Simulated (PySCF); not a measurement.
How methods differ on the ionisation energy of S

S [Ne] 3s2 3p4 (3P) → S⁺ [Ne] 3s2 3p3 (4S), as a difference of total energies. All numbers are calculated (PySCF 2.14, the spin-free X2C one-electron Hamiltonian (Gaussian nucleus), in x2c-SVPall (4s3p1d, 18 functions)). Correlated levels: valence: [Ne] frozen. The calculations carry no spin-orbit coupling.

| method | ionisation energy (eV) |
| --- | --- |
| UHF | 9.173 |
| M06-2X | 10.322 |
| r2SCAN | 10.323 |
| MP2 (valence) | 9.549 |
| SCS-MP2 (valence) | 9.589 |
| CCSD (valence) | 9.549 |
| CCSD(T) (valence) | 9.553 |

Question: How much does correlation contribute at CCSD(T) (valence)?

Answer: 9.553 − (9.173) = 0.380 eV, measured against UHF.

Errors of the correlated levels include the incompleteness of this basis and the frozen core.

For comparison: 10.336 eV (measured; NIST levels, between the centres of gravity of the two terms).
